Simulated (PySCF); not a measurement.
SiH4, SMILES [SiH4]. Geometry: ωB97X-D3(BJ)/def2-TZVPD. The isomer is the one that the SMILES or the coordinates give; other isomers of the formula were not compared.

Computed equilibrium geometry at ωB97X-D3(BJ)/def2-TZVPD (PySCF confirms it by a frequency run) as Cartesian coordinates in Å, and its point group:
point group Td.
```xyz
5

Si     0.0000     0.0000     0.0000
H      0.8559    -0.8559    -0.8559
H     -0.8559    -0.8559     0.8559
H     -0.8559     0.8559    -0.8559
H      0.8559     0.8559     0.8559
```
Charge 0, spin multiplicity 1.
